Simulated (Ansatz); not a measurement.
Results of PBEsol (Ansatz, a program for electronic structure, plane waves, PAW) for hcp Hf.

A relaxed, unreconstructed slab of the (11-20) face has 16 atoms, two equal faces of 27.374 Å² each and an energy of -249561.4772 eV. A bulk cell of 4 atoms with the same orientation and in-plane k mesh has -62392.1032 eV. Energies are extrapolated to zero smearing.

Run with plane-wave cutoff 500 eV, 12×10×1 k mesh (along the axes of the cell as run), Fermi–Dirac smearing 0.1 eV, scalar-relativistic PAW data made under PBE.

Worked out: γ = (E_slab − N E_bulk per atom)/2A = [-249561.4772 − 16 × (-62392.1032/4)]/(2 × 27.374) = 0.1267 eV/Å². With 16.022 J/m² per eV/Å² this is 2.03 J/m², or 3.47 eV per surface cell and face.
